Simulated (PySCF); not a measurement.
## Where CCSD(T) holds and where it slips

Each species is computed at the geometry given (Å), with frozen cores, in PySCF 2.14.0: RHF-CCSD(T) for singlets, UHF-CCSD(T) otherwise, and full CI in the same basis. The script picks the determinant by a search with trial CCSD, so it needn't be the lowest Hartree–Fock solution. States: HAlSi⁺ quartet Σ⁻ or Δ, SiO singlet Σ⁺, AsH2⁺ singlet A1. Cases whose determinant has another symmetry than full CI's state, or lies over 0.5 eV above the lowest of its kind, whose (Q) step broke down or whose higher cluster runs on it stay over 0.1 eV above full CI weren't drawn. No relativity is included.

**Question.** Judging by size, spin and bonding, rank them by the size of CCSD(T)'s error in total energy against full CI in the same basis, smallest first (an estimate).
A. HAlSi⁺, quartet, 6-31G: Si 0.000 0.000 2.089; Al 0.000 0.000 -0.245; H 0.000 0.000 -1.844
B. AsH2⁺, singlet, cc-pVDZ: As 0.000 -0.019 0.000; H 0.000 0.710 -1.324; H 0.000 0.710 1.324
C. SiO, singlet, 6-31G: Si 0.000 0.000 0.000; O 0.000 0.000 1.509

**Answer.** B (19.8 meV), A (26.9 meV), C (38.4 meV).

```json
{"species": "AsH2⁺, singlet", "basis": "cc-pVDZ", "correlated electrons": "6", "CCSD(T) − full CI (meV)": "19.8", "CCSDT(Q) − full CI (meV)": "0.8", "unpaired electrons (full CI)": "0.09", "T1": "0.013", "⟨S²⟩ of the determinant": "0.00"}
{"species": "HAlSi⁺, quartet", "basis": "6-31G", "correlated electrons": "7", "CCSD(T) − full CI (meV)": "26.9", "CCSDT(Q) − full CI (meV)": "–", "unpaired electrons (full CI)": "3.03", "T1": "0.038", "⟨S²⟩ of the determinant": "3.76"}
{"species": "SiO, singlet", "basis": "6-31G", "correlated electrons": "10", "CCSD(T) − full CI (meV)": "38.4", "CCSDT(Q) − full CI (meV)": "-7.0", "unpaired electrons (full CI)": "0.11", "T1": "0.033", "⟨S²⟩ of the determinant": "0.00"}
```

Unpaired electrons are Σ n²(2−n)² over natural occupations; an open shell counts its own unpaired electrons too. Frozen cores follow each run's orbitals, which moves totals by a few meV. RHF is unstable for AsH2⁺, singlet in cc-pVDZ: UHF reaches ⟨S²⟩ = 0.66. A dash: (Q) wasn't run for open shells.
